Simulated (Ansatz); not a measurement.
Diamond was calculated with G0W0@HSE06 in Ansatz (hard PAW, contour deformation).

The cell has the measured lattice parameters. Conventional cell: a = 3.5670 Å, b = 3.5670 Å, c = 3.5670 Å, α = 90.00°, β = 90.00°, γ = 90.00°.

The quasiparticle gap at Γ at a fixed k mesh 6×6×6:

```json
[
 {"response cutoff": "150 eV, 87 empty bands", "value (eV)": "7.748"},
 {"response cutoff": "200 eV, 134 empty bands", "value (eV)": "7.813"},
 {"response cutoff": "250 eV, 187 empty bands", "value (eV)": "7.851"},
 {"response cutoff": "300 eV, 246 empty bands", "value (eV)": "7.867"}
]
```

Question: Taking the value to converge with the response cutoff E as E^(−3/2), extrapolate from the last two rows.

Answer: With y = y∞ + c/w and weights w = 3953 and 5196 for the last two rows, y∞ = (w2 y2 − w1 y1)/(w2 − w1) = (5196 × 7.867 − 3953 × 7.851)/1243 = 7.918 eV, which lies 0.051 beyond the last row. Successive pairs of rows give 7.933, 7.947, 7.918. The limit also hangs on the law assumed, so its last digits aren't firm.

The other settings are not extrapolated, so this is the limit in one setting alone.

The smallest gap on this mesh is 6.02 eV, away from Γ.

Note: GW on a hybrid start was not checked against another program.

Ansatz is an electronic-structure program.
